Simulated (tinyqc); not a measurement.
Worked calculation (part 2 of 2): UKS/BLYP in the sto-3g basis, for BH, spin multiplicity 3. Computed by tinyqc, a small Python program that keeps every step (integrals from PySCF). Command: `OMP_NUM_THREADS=1 python tinyqc.py 27770 27771 out.jsonl` (the two numbers bound the seeds that draw the settings). One thread of a shared host (Intel(R) Xeon(R) Processor @ 2.60GHz), about 2 s of CPU time with the checks.

Geometry (angstrom):
```
atom         x         y         z
B     0.000000  0.000000  0.000000
H     0.000000  0.000000  1.238000
```

## Iteration 2: diagonalisation and new density

F(alpha) (hartree), order 1B 1s, 1B 2s, 1B 2px, 1B 2py, 1B 2pz, 2H 1s:
$$\begin{pmatrix}
-5.888255 & -1.812506 & -0.008703 & -0.015732 & -0.014834 & -0.412667 \\
-1.812506 & -0.682768 & -0.031599 & -0.059138 & -0.143686 & -0.393810 \\
-0.008703 & -0.031599 & 0.148160 & 0.010953 & -0.000812 & -0.009634 \\
-0.015732 & -0.059138 & 0.010953 & 0.158433 & -0.001394 & -0.017691 \\
-0.014834 & -0.143686 & -0.000812 & -0.001394 & 0.027433 & -0.306703 \\
-0.412667 & -0.393810 & -0.009634 & -0.017691 & -0.306703 & -0.431513
\end{pmatrix}$$

F(beta) (hartree), order 1B 1s, 1B 2s, 1B 2px, 1B 2py, 1B 2pz, 2H 1s:
$$\begin{pmatrix}
-5.869237 & -1.796812 & -0.010164 & -0.017054 & -0.015095 & -0.408931 \\
-1.796812 & -0.598488 & -0.039648 & -0.063859 & -0.146464 & -0.359030 \\
-0.010164 & -0.039648 & 0.234596 & -0.019904 & 0.001207 & -0.010753 \\
-0.017054 & -0.063859 & -0.019904 & 0.218799 & 0.001796 & -0.017501 \\
-0.015095 & -0.146464 & 0.001207 & 0.001796 & 0.133058 & -0.269618 \\
-0.408931 & -0.359030 & -0.010753 & -0.017501 & -0.269618 & -0.371767
\end{pmatrix}$$

X, order 1B 1s, 1B 2s, 1B 2px, 1B 2py, 1B 2pz, 2H 1s:
$$\begin{pmatrix}
1.030294 & -0.153652 & 0.000000 & 0.000000 & -0.012657 & 0.027727 \\
-0.153652 & 1.148918 & 0.000000 & 0.000000 & 0.122253 & -0.326034 \\
0.000000 & 0.000000 & 1.000000 & 0.000000 & 0.000000 & 0.000000 \\
0.000000 & 0.000000 & 0.000000 & 1.000000 & 0.000000 & 0.000000 \\
-0.012657 & 0.122253 & 0.000000 & 0.000000 & 1.124375 & -0.333051 \\
0.027727 & -0.326034 & 0.000000 & 0.000000 & -0.333051 & 1.239799
\end{pmatrix}$$

Diagonalise F' = X^T F X, C = X C', fill 4 alpha and 2 beta electrons from the bottom; D(s) = C_occ C_occ^T. Each column has its largest component positive (the first on a tie).

F' = X^T F X (alpha) (hartree):
$$\begin{pmatrix}
-5.713182 & -1.023069 & -0.004368 & -0.007595 & -0.021353 & -0.044634 \\
-1.023069 & -0.207472 & -0.031926 & -0.059929 & -0.006724 & -0.234753 \\
-0.004368 & -0.031926 & 0.148160 & 0.010953 & -0.001457 & -0.001612 \\
-0.007595 & -0.059929 & 0.010953 & 0.158433 & -0.002706 & -0.002625 \\
-0.021353 & -0.006724 & -0.001457 & -0.002706 & 0.200493 & -0.312168 \\
-0.044634 & -0.234753 & -0.001612 & -0.002625 & -0.312168 & -0.192217
\end{pmatrix}$$

orbital energies (alpha) (hartree): MO1 -5.898613, MO2 -0.457235, MO3 0.019090, MO4 0.141279, MO5 0.185569, MO6 0.404125

coefficients C (alpha), order 1B 1s, 1B 2s, 1B 2px, 1B 2py, 1B 2pz, 2H 1s:
$$\begin{pmatrix}
0.986869 & -0.139800 & -0.266460 & -0.005239 & 0.092904 & -0.113707 \\
0.048382 & 0.277989 & 0.963974 & 0.018266 & -0.321322 & 0.593648 \\
0.001648 & 0.023775 & 0.157592 & 0.865950 & 0.472525 & -0.038049 \\
0.002996 & 0.044485 & 0.308562 & -0.499760 & 0.804982 & -0.071036 \\
0.009149 & 0.217533 & -0.280195 & -0.008738 & 0.187753 & 1.108606 \\
-0.013181 & 0.740761 & -0.435383 & -0.004174 & 0.034487 & -1.007683
\end{pmatrix}$$

F' = X^T F X (beta) (hartree):
$$\begin{pmatrix}
-5.696023 & -1.020796 & -0.004693 & -0.008266 & -0.021124 & -0.045860 \\
-1.020796 & -0.122793 & -0.040338 & -0.064823 & -0.007543 & -0.230268 \\
-0.004693 & -0.040338 & 0.234596 & -0.019904 & 0.000220 & -0.001089 \\
-0.008266 & -0.064823 & -0.019904 & 0.218799 & 0.000256 & -0.001948 \\
-0.021124 & -0.007543 & 0.000220 & 0.000256 & 0.310536 & -0.313752 \\
-0.045860 & -0.230268 & -0.001089 & -0.001948 & -0.313752 & -0.139061
\end{pmatrix}$$

orbital energies (beta) (hartree): MO1 -5.878582, MO2 -0.389133, MO3 0.087975, MO4 0.240701, MO5 0.248335, MO6 0.496758

coefficients C (beta), order 1B 1s, 1B 2s, 1B 2px, 1B 2py, 1B 2pz, 2H 1s:
$$\begin{pmatrix}
0.987652 & -0.134128 & -0.252789 & 0.132112 & -0.024530 & -0.103151 \\
0.045683 & 0.257337 & 0.926577 & -0.473971 & 0.088062 & 0.552818 \\
0.001925 & 0.028467 & 0.256081 & 0.618262 & 0.741901 & -0.030729 \\
0.003209 & 0.045688 & 0.400813 & 0.626922 & -0.664623 & -0.049956 \\
0.008804 & 0.194475 & -0.214815 & 0.176951 & -0.034053 & 1.128598 \\
-0.012523 & 0.766370 & -0.451781 & 0.131160 & -0.023015 & -0.972509
\end{pmatrix}$$

D(alpha) after iteration 2, order 1B 1s, 1B 2s, 1B 2px, 1B 2py, 1B 2pz, 2H 1s:
$$\begin{pmatrix}
1.064484 & -0.248072 & -0.048226 & -0.082863 & 0.053324 & -0.000532 \\
-0.248072 & 1.009199 & 0.174421 & 0.300829 & -0.209346 & -0.214489 \\
-0.048226 & 0.174421 & 0.775272 & -0.383077 & -0.046537 & -0.054637 \\
-0.082863 & 0.300829 & -0.383077 & 0.346958 & -0.072386 & -0.099344 \\
0.053324 & -0.209346 & -0.046537 & -0.072386 & 0.125990 & 0.283048 \\
-0.000532 & -0.214489 & -0.054637 & -0.099344 & 0.283048 & 0.738477
\end{pmatrix}$$

D(beta) after iteration 2, order 1B 1s, 1B 2s, 1B 2px, 1B 2py, 1B 2pz, 2H 1s:
$$\begin{pmatrix}
0.993446 & 0.010603 & -0.001917 & -0.002959 & -0.017389 & -0.115160 \\
0.010603 & 0.068309 & 0.007413 & 0.011904 & 0.050448 & 0.196643 \\
-0.001917 & 0.007413 & 0.000814 & 0.001307 & 0.005553 & 0.021792 \\
-0.002959 & 0.011904 & 0.001307 & 0.002098 & 0.008913 & 0.034974 \\
-0.017389 & 0.050448 & 0.005553 & 0.008913 & 0.037898 & 0.148930 \\
-0.115160 & 0.196643 & 0.021792 & 0.034974 & 0.148930 & 0.587480
\end{pmatrix}$$

## Iteration 31 (converged): orbitals

converged F(alpha) (hartree), order 1B 1s, 1B 2s, 1B 2px, 1B 2py, 1B 2pz, 2H 1s:
$$\begin{pmatrix}
-6.246076 & -1.890766 & 0.000000 & 0.000000 & 0.001964 & -0.427368 \\
-1.890766 & -0.814717 & 0.000000 & 0.000000 & -0.017407 & -0.360287 \\
0.000000 & 0.000000 & -0.010039 & 0.010206 & 0.000000 & 0.000000 \\
0.000000 & 0.000000 & 0.010206 & 0.009335 & 0.000000 & 0.000000 \\
0.001964 & -0.017407 & 0.000000 & 0.000000 & -0.060519 & -0.218525 \\
-0.427368 & -0.360287 & 0.000000 & 0.000000 & -0.218525 & -0.225995
\end{pmatrix}$$

converged F(beta) (hartree), order 1B 1s, 1B 2s, 1B 2px, 1B 2py, 1B 2pz, 2H 1s:
$$\begin{pmatrix}
-6.221000 & -1.876709 & 0.000000 & 0.000000 & -0.003374 & -0.425102 \\
-1.876709 & -0.710967 & 0.000000 & 0.000000 & -0.082243 & -0.342249 \\
0.000000 & 0.000000 & 0.118396 & -0.018666 & 0.000000 & 0.000000 \\
0.000000 & 0.000000 & -0.018666 & 0.083567 & 0.000000 & 0.000000 \\
-0.003374 & -0.082243 & 0.000000 & 0.000000 & 0.044784 & -0.213593 \\
-0.425102 & -0.342249 & 0.000000 & 0.000000 & -0.213593 & -0.202138
\end{pmatrix}$$

As before.

F' = X^T F X (alpha) (hartree):
$$\begin{pmatrix}
-6.072338 & -1.032986 & 0.000000 & 0.000000 & -0.017414 & -0.054613 \\
-1.032986 & -0.340706 & 0.000000 & 0.000000 & 0.098079 & -0.244957 \\
0.000000 & 0.000000 & -0.010039 & 0.010206 & 0.000000 & 0.000000 \\
0.000000 & 0.000000 & 0.010206 & 0.009335 & 0.000000 & 0.000000 \\
-0.017414 & 0.098079 & 0.000000 & 0.000000 & 0.075655 & -0.268348 \\
-0.054613 & -0.244957 & 0.000000 & 0.000000 & -0.268348 & 0.027224
\end{pmatrix}$$

orbital energies (alpha) (hartree): MO1 -6.254296, MO2 -0.333454, MO3 -0.138568, MO4 -0.014423, MO5 0.013719, MO6 0.416154

coefficients C (alpha), order 1B 1s, 1B 2s, 1B 2px, 1B 2py, 1B 2pz, 2H 1s:
$$\begin{pmatrix}
0.988585 & -0.232923 & -0.185324 & 0.000000 & 0.000000 & 0.141937 \\
0.042133 & 0.655548 & 0.700686 & 0.000000 & 0.000000 & -0.736468 \\
0.000000 & 0.000000 & 0.000000 & 0.918813 & 0.394693 & 0.000000 \\
0.000000 & 0.000000 & 0.000000 & -0.394693 & 0.918813 & 0.000000 \\
0.004308 & 0.151971 & -0.626026 & 0.000000 & 0.000000 & -0.987536 \\
-0.010214 & 0.483131 & -0.400965 & 0.000000 & 0.000000 & 1.166532
\end{pmatrix}$$

F' = X^T F X (beta) (hartree):
$$\begin{pmatrix}
-6.047827 & -1.036456 & 0.000000 & 0.000000 & -0.014114 & -0.054795 \\
-1.036456 & -0.235708 & 0.000000 & 0.000000 & 0.035998 & -0.241162 \\
0.000000 & 0.000000 & 0.118396 & -0.018666 & 0.000000 & 0.000000 \\
0.000000 & 0.000000 & -0.018666 & 0.083567 & 0.000000 & 0.000000 \\
-0.014114 & 0.035998 & 0.000000 & 0.000000 & 0.190123 & -0.283393 \\
-0.054795 & -0.241162 & 0.000000 & 0.000000 & -0.283393 & 0.053888
\end{pmatrix}$$

orbital energies (beta) (hartree): MO1 -6.228587, MO2 -0.292740, MO3 0.008343, MO4 0.075453, MO5 0.126510, MO6 0.473461

coefficients C (beta), order 1B 1s, 1B 2s, 1B 2px, 1B 2py, 1B 2pz, 2H 1s:
$$\begin{pmatrix}
0.989126 & -0.198553 & -0.229140 & 0.000000 & 0.000000 & 0.125481 \\
0.040335 & 0.530631 & 0.852352 & 0.000000 & 0.000000 & -0.674659 \\
0.000000 & 0.000000 & 0.000000 & 0.398648 & 0.917104 & 0.000000 \\
0.000000 & 0.000000 & 0.000000 & 0.917104 & -0.398648 & 0.000000 \\
0.005472 & 0.249338 & -0.515544 & 0.000000 & 0.000000 & -1.030662 \\
-0.010162 & 0.545136 & -0.405070 & 0.000000 & 0.000000 & 1.137424
\end{pmatrix}$$

D(alpha) after iteration 31, order 1B 1s, 1B 2s, 1B 2px, 1B 2py, 1B 2pz, 2H 1s:
$$\begin{pmatrix}
1.065898 & -0.240894 & 0.000000 & 0.000000 & 0.084878 & -0.048321 \\
-0.240894 & 0.922479 & 0.000000 & 0.000000 & -0.338842 & 0.035335 \\
0.000000 & 0.000000 & 0.844217 & -0.362649 & 0.000000 & 0.000000 \\
0.000000 & 0.000000 & -0.362649 & 0.155783 & 0.000000 & 0.000000 \\
0.084878 & -0.338842 & 0.000000 & 0.000000 & 0.415022 & 0.324392 \\
-0.048321 & 0.035335 & 0.000000 & 0.000000 & 0.324392 & 0.394293
\end{pmatrix}$$

D(beta) after iteration 31, order 1B 1s, 1B 2s, 1B 2px, 1B 2py, 1B 2pz, 2H 1s:
$$\begin{pmatrix}
1.017793 & -0.065462 & 0.000000 & 0.000000 & -0.044094 & -0.118290 \\
-0.065462 & 0.283196 & 0.000000 & 0.000000 & 0.132527 & 0.288856 \\
0.000000 & 0.000000 & 0.000000 & 0.000000 & 0.000000 & 0.000000 \\
0.000000 & 0.000000 & 0.000000 & 0.000000 & 0.000000 & 0.000000 \\
-0.044094 & 0.132527 & 0.000000 & 0.000000 & 0.062199 & 0.135867 \\
-0.118290 & 0.288856 & 0.000000 & 0.000000 & 0.135867 & 0.297276
\end{pmatrix}$$

## Convergence

Stop when the energy changes by less than 1e-09 hartree and every element of the error matrix X^T (F D S - S D F) X (for each spin) is below 9e-06.

Course of the cycle:
```
iteration   E (hartree)     change  largest element of the error matrix
1           -9.43659056          -                             2.06e+00
2          -24.36884923  -1.49e+01                             3.36e-01
3          -24.73165660  -3.63e-01                             1.88e-01
4          -24.78900028  -5.73e-02                             1.44e-01
5          -24.83249406  -4.35e-02                             1.04e-01
6          -24.84968450  -1.72e-02                             7.12e-02
7          -24.85817431  -8.49e-03                             4.86e-02
8          -24.86158783  -3.41e-03                             3.30e-02
9          -24.86316245  -1.57e-03                             2.23e-02
10         -24.86383166  -6.69e-04                             1.52e-02
11         -24.86413954  -3.08e-04                             1.02e-02
12         -24.86427599  -1.36e-04                             6.94e-03
13         -24.86433895  -6.30e-05                             4.70e-03
14         -24.86436753  -2.86e-05                             3.18e-03
...                 ...        ...                                  ...
18         -24.86439110  -1.35e-06                             6.68e-04
19         -24.86439175  -6.43e-07                             4.52e-04
20         -24.86439206  -3.11e-07                             3.06e-04
21         -24.86439221  -1.54e-07                             2.07e-04
22         -24.86439229  -7.82e-08                             1.40e-04
23         -24.86439233  -4.09e-08                             9.51e-05
24         -24.86439235  -2.22e-08                             6.44e-05
25         -24.86439237  -1.24e-08                             4.36e-05
26         -24.86439237  -7.20e-09                             2.95e-05
27         -24.86439238  -4.31e-09                             2.00e-05
28         -24.86439238  -2.65e-09                             1.35e-05
29         -24.86439238  -1.66e-09                             9.16e-06
30         -24.86439238  -1.06e-09                             6.21e-06
31         -24.86439238  -6.86e-10                             4.20e-06
```

PySCF UKS in the same basis, fine grid, after a stability check = -24.86372277 hartree

Converged in 31 iterations. The coarse grid moves the energy by -6.70e-04 hartree.

## Populations, bond orders and dipole

overlap S, order 1B 1s, 1B 2s, 1B 2px, 1B 2py, 1B 2pz, 2H 1s:
$$\begin{pmatrix}
1.000000 & 0.269328 & 0.000000 & 0.000000 & 0.000000 & 0.059606 \\
0.269328 & 1.000000 & 0.000000 & 0.000000 & 0.000000 & 0.451373 \\
0.000000 & 0.000000 & 1.000000 & 0.000000 & 0.000000 & 0.000000 \\
0.000000 & 0.000000 & 0.000000 & 1.000000 & 0.000000 & 0.000000 \\
0.000000 & 0.000000 & 0.000000 & 0.000000 & 1.000000 & 0.471542 \\
0.059606 & 0.451373 & 0.000000 & 0.000000 & 0.471542 & 1.000000
\end{pmatrix}$$

Mulliken: Z minus the diagonal of D S on the atom; Loewdin: the same with S^(1/2) D S^(1/2); Mayer order: 2 sum_s sum (D(s) S)_ij (D(s) S)_ji over the two atoms.

Charges (e):
```
atom   Mulliken    Loewdin  Mulliken spin
1B     0.045001   0.040567       1.924348
2H    -0.045001  -0.040567       0.075652
```

Mayer bond orders:
```
pair     order
2-1   0.992252
```

dipole moment about the origin, x y z (debye): [0.000000, 0.000000, -0.367533]

<S^2> of the determinant (pure state: 2) = 2.000007
